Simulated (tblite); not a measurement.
Species: acetyl fluoride, C₂H₃FO.
Numbering: `[CH3:1][C:2](=[O:3])[F:4]` (hydrogens: H5, H6, H7 on C1)

Computed values, GFN2-xTB/tblite, gas phase, harmonic and unscaled. Against measured fundamentals such values can be off by several per cent, at times by over 20.

Harmonic wavenumbers (cm⁻¹): 102.1, 395.5, 533.9, 569.5, 826.2, 988.0, 998.9, 1109.5, 1362.9, 1425.8, 1429.4, 1885.4, 3023.1, 3033.3, 3075.5.

A = 11113, B = 9708, C = 5353 MHz; mass 62.017 u (most abundant isotopes); point group Cs, symmetry number 1.

Question: Zero-point energy?

Answer: ½Σν̃ = 10380 cm⁻¹ = 124.17 kJ/mol.

Question: What is S at 298.15 K and 1 bar for an ideal gas of classical rigid rotors and harmonic oscillators?

Answer: Translation 160.33, rotation 99.73, vibration 24.98: S = 285.0 J/(mol K).

Question: And Cp and H(298.15 K) − H(0)?

Answer: Cp = 65.39 J/(mol K), of which vibrations give 32.14 (their classical limit is 15 R = 124.7); H(298.15 K) − H(0) = 14.16 kJ/mol without the zero-point energy, 4.24 from vibrations.

Question: What must be added to the electronic energy to get the Gibbs energy at 298.15 K and 1 bar?

Answer: ZPE + [H(298.15 K) − H(0)] − T·S = 124.17 + 14.16 − 84.99 = 53.34 kJ/mol.

Question: Which modes carry the vibrational entropy at 298.15 K?

Answer: 102.1 cm⁻¹: 14.28; 395.5 cm⁻¹: 4.10; 533.9 cm⁻¹: 2.42; 569.5 cm⁻¹: 2.11; 826.2 cm⁻¹: 0.78; 988.0 cm⁻¹: 0.41 J/(mol K); the other 9 give 0.88 together.

Question: Blend soft modes into free rotors: weight 1/[1 + (100 cm⁻¹/ν̃)⁴] for the oscillator and the rest for a rotor with moment μB/(μ + B), μ = h/(8π²ν), B = 10⁻⁴⁴ kg m². What vibrational entropy results?

Answer: 23.84 J/(mol K) in place of 24.98, which changes −T·S at 298.15 K by +0.34 kJ/mol.

Question: How do the functions run with temperature in this model?

Answer: 
| T (K) | S (J/(mol K)) | Cp (J/(mol K)) | H − H(0) (kJ/mol) | G − H(0) (kJ/mol) | ln q(vib) |
| --- | --- | --- | --- | --- | --- |
| 50 | 202.5 | 37.5 | 1.73 | -8.39 | 0.05 |
| 100 | 229.8 | 41.5 | 3.71 | -19.27 | 0.27 |
| 373.15 | 300.8 | 75.0 | 19.43 | -92.80 | 1.74 |
| 500 | 324.8 | 89.2 | 29.87 | -132.51 | 2.53 |
| 750 | 365.0 | 109.2 | 54.85 | -218.90 | 4.14 |
| 1000 | 398.4 | 122.4 | 83.91 | -314.44 | 5.70 |

q(vib) and H(0) count from the zero-point level.

Hindered rotation and anharmonicity are outside this model.

Hardware: one thread, Arm Neoverse V2, no GPU, shared host. The figure is for the frequency step alone.
